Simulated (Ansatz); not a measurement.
# How the LA phonon frequency at X of rock-salt SrO moves with the method

No measured value is used here.

| level (code) | value (cm⁻¹) | cell (Å³/atom) |
|---|---|---|
| LDA (Ansatz) | 198 | 16.23 |
| PBE (Ansatz) | 177 | 17.52 |
| r²SCAN (Ansatz) | 190 | 17.17 |
| PBE0 (Ansatz) | 187 | 17.10 |
| Hartree–Fock (Ansatz) | (withheld) | 17.80 |

**Question.** Some entries are withheld; supply them.

**Answer.** 
- Hartree–Fock (Ansatz, an electronic-structure program), value (cm⁻¹): 192

Each level is taken at its own relaxed cell. Cutoffs differ between the levels. Ansatz's density-functional and Hartree–Fock values are scalar-relativistic unless marked +SOC, with PAW data made under PBE.
